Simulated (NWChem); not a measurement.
Program: NWChem. System: S, charge 0, spin multiplicity 3. Its SCF solution wasn't tested for a lower state. Level: UHF/def2-TZVP.

Input file:

```
start mol
memory heap 200 mb stack 900 mb global 1100 mb
geometry units angstroms nocenter noautoz
  S      0.000000     0.000000     0.000000
  symmetry group D2h
end
basis spherical
  * library def2-tzvp
end
scf
  uhf
  nopen 2
  maxiter 100
  thresh 1e-7
  semidirect memsize 60000000 filesize 0
  # guess.movecs holds the orbitals of an unrestricted PBE0 run
  vectors input guess.movecs output mol.movecs
end
task scf energy
```

NWChem printed:

```
             Northwest Computational Chemistry Package (NWChem) 7.3.0
             --------------------------------------------------------

                                NWChem Input Module
                                -------------------

 Scaling coordinates for geometry "geometry" by  1.889725989
 (inverse scale =  0.529177249)

                             Geometry "geometry" -> ""
                             -------------------------

 Output coordinates in angstroms (scale by  1.889725989 to convert to a.u.)

  No.       Tag          Charge          X              Y              Z
 ---- ---------------- ---------- -------------- -------------- --------------
    1 S                   16.0000     0.00000000     0.00000000     0.00000000

 Effective nuclear repulsion energy (a.u.)       0.0000000000

            Nuclear Dipole moment (a.u.)
            ----------------------------
        X                 Y               Z
 ---------------- ---------------- ----------------
     0.0000000000     0.0000000000     0.0000000000

      Symmetry information
      --------------------

 Group name             D2h
 Group number             26
 Group order               8
 No. of unique centers     1

      Symmetry unique atoms

     1


 Summary of "ao basis" -> "" (spherical)
 ------------------------------------------------------------------------------
       Tag                 Description            Shells   Functions and Types
 ---------------- ------------------------------  ------  ---------------------
 *                         def2-tzvp                  on all atoms

 Summary of "ao basis" -> "ao basis" (spherical)
 ------------------------------------------------------------------------------
       Tag                 Description            Shells   Functions and Types
 ---------------- ------------------------------  ------  ---------------------
 S                         def2-tzvp                13       37   5s5p2d1f

                                 NWChem SCF Module
                                 -----------------

  ao basis        = "ao basis"
  functions       =    37
  atoms           =     1
  alpha electrons =     9
  beta  electrons =     7
  charge          =   0.00
  wavefunction    = UHF
  use symmetry    = T
  symmetry adapt  = T

 Summary of "ao basis" -> "ao basis" (spherical)
 ------------------------------------------------------------------------------
       Tag                 Description            Shells   Functions and Types
 ---------------- ------------------------------  ------  ---------------------
 S                         def2-tzvp                13       37   5s5p2d1f

      Symmetry analysis of basis
      --------------------------

        ag          9
        au          1
        b1g         2
        b1u         7
        b2g         2
        b2u         7
        b3g         2
        b3u         7

 Forming initial guess at       0.0s

   Symmetry analysis of molecular orbitals - initial alpha
   -------------------------------------------------------

  Numbering of irreducible representations:

     1 ag          2 au          3 b1g         4 b1u         5 b2g
     6 b2u         7 b3g         8 b3u

  Orbital symmetries:

     1 ag          2 ag          3 b2u         4 b1u         5 b3u
     6 ag          7 b2u         8 b1u         9 b3u        10 b2u
    11 b1u        12 ag         13 b3g        14 b3u        15 b1g
    16 b2g        17 ag         18 ag         19 ag

   Symmetry analysis of molecular orbitals - initial beta
   ------------------------------------------------------

  Numbering of irreducible representations:

     1 ag          2 au          3 b1g         4 b1u         5 b2g
     6 b2u         7 b3g         8 b3u

  Orbital symmetries:

     1 ag          2 ag          3 b2u         4 b1u         5 b3u
     6 ag          7 b3u         8 b2u         9 b1u        10 b3u
    11 b2u        12 b1u        13 b1g        14 b2g        15 ag
    16 ag         17 b3g        18 ag         19 b1g

 Starting SCF solution at       0.0s

 ----------------------------------------------
         Quadratically convergent UHF

 Convergence threshold     :          1.000E-07
 Maximum no. of iterations :          100
 Integral*density screening:          1.000E-09
 ----------------------------------------------

              iter       energy          gnorm     gmax       time
             ----- ------------------- --------- --------- --------
                 1     -397.4970059128  5.22D-01  2.45D-01      0.1
                 2     -397.5017857880  3.79D-02  1.91D-02      0.1
                 3     -397.5019548645  9.70D-04  3.41D-04      0.1
                 4     -397.5019550526  7.55D-07  2.73D-07      0.1
                 5     -397.5019550526  3.76D-09  2.01D-09      0.1

       Final UHF  results
       ------------------

         Total SCF energy =   -397.501955052573
      One electron energy =   -549.391923361362
      Two electron energy =    151.889968308789
 Nuclear repulsion energy =      0.000000000000

                       Sz =      1.0000
                 Sz(Sz+1) =      2.0000
                      S^2 =      2.0120

        Time for solution =      0.1s

       Symmetry analysis of molecular orbitals - alpha
       -----------------------------------------------

  Numbering of irreducible representations:

     1 ag          2 au          3 b1g         4 b1u         5 b2g
     6 b2u         7 b3g         8 b3u

  Orbital symmetries:

     1 ag          2 ag          3 b2u         4 b1u         5 b3u
     6 ag          7 b1u         8 b2u         9 b3u        10 b1u
    11 b2u        12 b3u        13 ag         14 b3g        15 b2g
    16 b1g        17 ag         18 ag         19 ag

       Symmetry analysis of molecular orbitals - beta
       ----------------------------------------------

  Numbering of irreducible representations:

     1 ag          2 au          3 b1g         4 b1u         5 b2g
     6 b2u         7 b3g         8 b3u

  Orbital symmetries:

     1 ag          2 ag          3 b3u         4 b2u         5 b1u
     6 ag          7 b3u         8 b2u         9 b1u        10 b3u
    11 b1u        12 b2u        13 ag         14 b2g        15 b1g
    16 ag         17 ag         18 b3g        19 ag

          Final alpha eigenvalues
          -----------------------

              1
    1  -92.0098
    2   -9.0116
    3   -6.7048
    4   -6.7048
    5   -6.6843
    6   -0.9883
    7   -0.4854
    8   -0.4854
    9   -0.4142
   10    0.3794
   11    0.3794
   12    0.4109
   13    0.4538
   14    0.4538
   15    0.4950
   16    0.4950
   17    0.5106
   18    0.5421
   19    1.6985

          Final beta eigenvalues
          ----------------------

              1
    1  -91.9901
    2   -8.9928
    3   -6.6740
    4   -6.6575
    5   -6.6575
    6   -0.7732
    7   -0.3783
    8    0.0130
    9    0.0130
   10    0.4218
   11    0.4586
   12    0.4586
   13    0.5647
   14    0.5730
   15    0.5730
   16    0.5923
   17    0.6031
   18    0.6031
   19    1.7635

                    UHF Final Alpha Molecular Orbital Analysis
                    ------------------------------------------

 Vector    7  Occ=1.000000D+00  E=-4.853554D-01  Symmetry=b1u
              MO Center= -4.1D-17, -4.8D-19,  3.0D-17, r^2= 1.4D+00
   Bfn.  Coefficient  Atom+Function         Bfn.  Coefficient  Atom+Function
  ----- ------------  ---------------      ----- ------------  ---------------
    17      0.589173  1 S  pz                20      0.321623  1 S  pz
    14      0.251635  1 S  pz                 8     -0.197492  1 S  pz

 Vector    8  Occ=1.000000D+00  E=-4.853554D-01  Symmetry=b2u
              MO Center=  8.2D-34, -9.0D-20, -1.1D-33, r^2= 1.4D+00
   Bfn.  Coefficient  Atom+Function         Bfn.  Coefficient  Atom+Function
  ----- ------------  ---------------      ----- ------------  ---------------
    16      0.589173  1 S  py                19      0.321623  1 S  py
    13      0.251635  1 S  py                 7     -0.197492  1 S  py

 Vector    9  Occ=1.000000D+00  E=-4.142196D-01  Symmetry=b3u
              MO Center=  1.1D-18, -1.3D-31, -4.7D-30, r^2= 1.4D+00
   Bfn.  Coefficient  Atom+Function         Bfn.  Coefficient  Atom+Function
  ----- ------------  ---------------      ----- ------------  ---------------
    15      0.551170  1 S  px                18      0.367954  1 S  px
    12      0.249120  1 S  px                 6     -0.192908  1 S  px

 Vector   10  Occ=0.000000D+00  E= 3.793870D-01  Symmetry=b1u
              MO Center= -5.3D-20, -4.4D-18, -1.8D-16, r^2= 4.1D+00
   Bfn.  Coefficient  Atom+Function         Bfn.  Coefficient  Atom+Function
  ----- ------------  ---------------      ----- ------------  ---------------
    20      1.408681  1 S  pz                17     -1.175479  1 S  pz

 Vector   11  Occ=0.000000D+00  E= 3.793870D-01  Symmetry=b2u
              MO Center=  1.1D-33, -3.6D-20, -3.1D-32, r^2= 4.1D+00
   Bfn.  Coefficient  Atom+Function         Bfn.  Coefficient  Atom+Function
  ----- ------------  ---------------      ----- ------------  ---------------
    19      1.408681  1 S  py                16     -1.175479  1 S  py

 Vector   12  Occ=0.000000D+00  E= 4.109139D-01  Symmetry=b3u
              MO Center= -1.5D-16, -1.7D-18, -6.8D-18, r^2= 4.0D+00
   Bfn.  Coefficient  Atom+Function         Bfn.  Coefficient  Atom+Function
  ----- ------------  ---------------      ----- ------------  ---------------
    18      1.401996  1 S  px                15     -1.207979  1 S  px

                     UHF Final Beta Molecular Orbital Analysis
                     -----------------------------------------

 Vector    5  Occ=1.000000D+00  E=-6.657528D+00  Symmetry=b1u
              MO Center= -3.0D-22, -2.1D-20, -1.1D-19, r^2= 6.8D-02
   Bfn.  Coefficient  Atom+Function         Bfn.  Coefficient  Atom+Function
  ----- ------------  ---------------      ----- ------------  ---------------
     8      0.711121  1 S  pz                11      0.352557  1 S  pz

 Vector    6  Occ=1.000000D+00  E=-7.732134D-01  Symmetry=ag
              MO Center= -2.5D-21, -7.7D-33, -5.2D-20, r^2= 9.7D-01
   Bfn.  Coefficient  Atom+Function         Bfn.  Coefficient  Atom+Function
  ----- ------------  ---------------      ----- ------------  ---------------
     4      0.690046  1 S  s                  5      0.498446  1 S  s
     3     -0.478207  1 S  s

 Vector    7  Occ=1.000000D+00  E=-3.782918D-01  Symmetry=b3u
              MO Center= -5.9D-21, -1.6D-34,  6.2D-32, r^2= 1.5D+00
   Bfn.  Coefficient  Atom+Function         Bfn.  Coefficient  Atom+Function
  ----- ------------  ---------------      ----- ------------  ---------------
    15      0.527100  1 S  px                18      0.397288  1 S  px
    12      0.247034  1 S  px                 6     -0.190255  1 S  px

 Vector    8  Occ=0.000000D+00  E= 1.301526D-02  Symmetry=b2u
              MO Center=  3.7D-37,  2.5D-22, -1.8D-35, r^2= 2.1D+00
   Bfn.  Coefficient  Atom+Function         Bfn.  Coefficient  Atom+Function
  ----- ------------  ---------------      ----- ------------  ---------------
    19      0.639621  1 S  py                16      0.321947  1 S  py
    13      0.210235  1 S  py                 7     -0.154292  1 S  py

 Vector    9  Occ=0.000000D+00  E= 1.301526D-02  Symmetry=b1u
              MO Center= -3.0D-20, -1.5D-18, -1.1D-18, r^2= 2.1D+00
   Bfn.  Coefficient  Atom+Function         Bfn.  Coefficient  Atom+Function
  ----- ------------  ---------------      ----- ------------  ---------------
    20      0.639621  1 S  pz                17      0.321947  1 S  pz
    14      0.210235  1 S  pz                 8     -0.154292  1 S  pz

 Vector   10  Occ=0.000000D+00  E= 4.218492D-01  Symmetry=b3u
              MO Center=  6.6D-19, -1.1D-20,  2.5D-18, r^2= 4.0D+00
   Bfn.  Coefficient  Atom+Function         Bfn.  Coefficient  Atom+Function
  ----- ------------  ---------------      ----- ------------  ---------------
    18      1.396598  1 S  px                15     -1.227448  1 S  px

 center of mass
 --------------
 x =   0.00000000 y =   0.00000000 z =   0.00000000

 moments of inertia (a.u.)
 ------------------
           0.000000000000           0.000000000000           0.000000000000
           0.000000000000           0.000000000000           0.000000000000
           0.000000000000           0.000000000000           0.000000000000

  Mulliken analysis of the total density
  --------------------------------------

    Atom       Charge   Shell Charges
 -----------   ------   -------------------------------------------------------
    1 S   16    16.00   2.01  0.49  1.48  1.14  0.88  4.17  1.70  0.83  2.14  1.16  0.00  0.00  0.00

  Mulliken analysis of the alpha density
  --------------------------------------

    Atom       Charge   Shell Charges
 -----------   ------   -------------------------------------------------------
    1 S   16     9.00   1.00  0.25  0.74  0.58  0.43  2.12  0.83  0.59  1.65  0.82  0.00  0.00  0.00

   Mulliken analysis of the beta density
   -------------------------------------

    Atom       Charge   Shell Charges
 -----------   ------   -------------------------------------------------------
    1 S   16     7.00   1.00  0.24  0.74  0.56  0.45  2.05  0.87  0.25  0.49  0.33  0.00  0.00  0.00

   Mulliken analysis of the spin density
   -------------------------------------

    Atom       Charge   Shell Charges
 -----------   ------   -------------------------------------------------------
    1 S   16     2.00   0.00  0.00 -0.00  0.02 -0.02  0.06 -0.05  0.34  1.15  0.49 -0.00 -0.00  0.00

       Multipole analysis of the density wrt the origin
       ------------------------------------------------

     L   x y z        total         alpha         beta         nuclear
     -   - - -        -----         -----         ----         -------
     0   0 0 0     -0.000000     -9.000000     -7.000000     16.000000

     1   1 0 0      0.000000      0.000000     -0.000000      0.000000
     1   0 1 0      0.000000      0.000000      0.000000      0.000000
     1   0 0 1     -0.000000     -0.000000     -0.000000      0.000000

     2   2 0 0    -11.141019     -6.293998     -4.847021      0.000000
     2   1 1 0      0.000000      0.000000     -0.000000      0.000000
     2   1 0 1      0.000000      0.000000      0.000000      0.000000
     2   0 2 0     -8.946693     -6.461459     -2.485234      0.000000
     2   0 1 1      0.000000      0.000000      0.000000      0.000000
     2   0 0 2     -8.946693     -6.461459     -2.485234      0.000000

 Task  times  cpu:        0.1s     wall:        0.1s

 Total times  cpu:        0.1s     wall:        0.1s
```
